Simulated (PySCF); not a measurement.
How the method changes the constants of S₂⁻

State: doublet, unpaired electrons π ↑. Set-up: S aug-pcseg-1; no relativity (PySCF 2.14). De refers to S + S⁻ in their high-spin ground configurations, without counterpoise correction. The functionals are run spin-unrestricted.

```json
{"Level": "UHF", "Re (Å)": "2.006", "ωe (cm⁻¹)": "638", "De (eV)": "n/a"}
{"Level": "UHF-MP2", "Re (Å)": "2.044", "ωe (cm⁻¹)": "562", "De (eV)": "n/a"}
{"Level": "UHF-SCS-MP2", "Re (Å)": "2.046", "ωe (cm⁻¹)": "562", "De (eV)": "n/a"}
{"Level": "UHF-CCSD", "Re (Å)": "2.046", "ωe (cm⁻¹)": "567", "De (eV)": "n/a"}
{"Level": "UHF-CCSD(T)", "Re (Å)": "2.058", "ωe (cm⁻¹)": "546", "De (eV)": "n/a"}
{"Level": "PBE", "Re (Å)": "2.050", "ωe (cm⁻¹)": "551", "De (eV)": "4.21"}
{"Level": "PW91", "Re (Å)": "2.051", "ωe (cm⁻¹)": "549", "De (eV)": "4.22"}
{"Level": "r²SCAN", "Re (Å)": "2.035", "ωe (cm⁻¹)": "571", "De (eV)": "4.01"}
{"Level": "TPSSh", "Re (Å)": "2.038", "ωe (cm⁻¹)": "568", "De (eV)": "3.91"}
{"Level": "PBE0", "Re (Å)": "2.021", "ωe (cm⁻¹)": "594", "De (eV)": "3.94"}
{"Level": "B97-3", "Re (Å)": "2.036", "ωe (cm⁻¹)": "577", "De (eV)": "3.95"}
{"Level": "ωB97X", "Re (Å)": "2.008", "ωe (cm⁻¹)": "624", "De (eV)": "3.80"}
```

Task: What does a quarter of exact exchange do here, going from PBE to PBE0?

Result: PBE0 less PBE: -2.9 pm in Re, +7.8 % in ωe, -0.27 eV in De. Exact exchange removes part of the self-interaction that spreads semilocal densities, and in most molecules shortens and stiffens the bond and lowers De; so it does here.

Correlated steps freeze 10 core orbitals. The highest Kohn–Sham level is positive in this anion. Much of that is self-interaction error, but it also means that the finite basis helps to hold the extra electron. The state was picked by a PBE0 search and need not be the measured ground state.
